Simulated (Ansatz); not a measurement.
Start from `[AlH2][SiH2]P` and change one atom or group to get `F[SiH2]P`.

Ansatz, PBE0-D4/def2-TZVP geometries, multiplicity 1. Each molecule was computed in one conformer, which needn't be the lowest.

```json
{"property": "HOMO energy (B3LYP/def2-TZVPP) / eV", "`[AlH2][SiH2]P`": "-7.20"}
{"property": "HOMO energy (PBE0/def2-TZVPP) / eV", "`[AlH2][SiH2]P`": "-7.42"}
{"property": "HOMO energy (PBE/def2-TZVPP) / eV", "`[AlH2][SiH2]P`": "-6.38"}
{"property": "HOMO–LUMO gap (ωB97M-V/def2-TZVPP) / eV", "`[AlH2][SiH2]P`": "8.82"}
{"property": "LUMO energy (ωB97M-V/def2-TZVPP) / eV", "`[AlH2][SiH2]P`": "-0.58"}
{"property": "HOMO–LUMO gap (PBE/def2-TZVPP) / eV", "`[AlH2][SiH2]P`": "3.42"}
```

Question: What does the change do to each property? (Estimate.)

Answer: Ansatz gave: 
```json
{"property": "HOMO energy (B3LYP/def2-TZVPP) / eV", "`F[SiH2]P`": "-7.65", "shift": "-0.45"}
{"property": "HOMO energy (PBE0/def2-TZVPP) / eV", "`F[SiH2]P`": "-7.87", "shift": "-0.45"}
{"property": "HOMO energy (PBE/def2-TZVPP) / eV", "`F[SiH2]P`": "-6.73", "shift": "-0.35"}
{"property": "HOMO–LUMO gap (ωB97M-V/def2-TZVPP) / eV", "`F[SiH2]P`": "11.58", "shift": "2.76"}
{"property": "LUMO energy (ωB97M-V/def2-TZVPP) / eV", "`F[SiH2]P`": "1.63", "shift": "2.21"}
{"property": "HOMO–LUMO gap (PBE/def2-TZVPP) / eV", "`F[SiH2]P`": "5.67", "shift": "2.25"}
```

With PBE0 the HOMO falls by 0.45 eV and the LUMO rises by 2.02 eV, so the gap widens by about 2.47 eV. PBE moves the HOMO by -0.35 eV and ωB97M-V by -0.56 eV.

B3LYP here is the variant with VWN-RPA as its local correlation; programs differ in this.
